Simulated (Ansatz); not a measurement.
bcc Li was calculated with r²SCAN (Ansatz, an electronic-structure program, PAW).

Settings: plane-wave cutoff 560 eV, 22×22×22 k mesh, Fermi–Dirac smearing 0.05 eV, scalar-relativistic PAW data made under PBE.

Energies at three volumes about the minimum:

```json
[
 {"V (Å³/atom)": "20.591", "E − E_lowest (meV/atom)": "0.36"},
 {"V (Å³/atom)": "21.011", "E − E_lowest (meV/atom)": "0.00"},
 {"V (Å³/atom)": "21.431", "E − E_lowest (meV/atom)": "0.33"}
]
```

Task: Fit a parabola by hand: where is the minimum, what lattice constant follows, and what is the bulk modulus?

Result: Slopes: (0.00 − 0.36)/(21.011 − 20.591) = -0.857 and (0.33 − 0.00)/(21.431 − 21.011) = 0.786 meV/Å³. Curvature E″ = 2 × (0.786 − (-0.857))/(21.431 − 20.591) = 3.912 meV/Å⁶. From the middle of the first interval, the slope vanishes at V0 = 20.8010 − (-0.857)/3.912 = 21.020 Å³/atom. B = V0 E″ = 21.020 × 3.912 meV/Å³ × 0.1602 GPa per meV/Å³ = 13.2 GPa. With 2 atoms in the cube, a = (2 × 21.020)^(1/3) = 3.477 Å. The full Birch–Murnaghan fit to all volumes gives V0 = 21.015 Å³/atom and B0 = 13.1 GPa.

Measured, for comparison: bulk modulus 13.8 GPa (corrected for temperature and zero-point phonon effects, sources range from 13.1 to 13.9; as tabulated in Levämäki et al. (2014), arXiv:1402.3671); lattice constant a 3.449 Å (low-temperature or extrapolated to 0 K; zero-point anharmonic expansion removed, sources range from 3.443 to 3.453; as tabulated in Csonka et al. (2009), arXiv:0903.4037). Computed less measured: bulk modulus -5 % (+0.0 % to -6 % over the range).
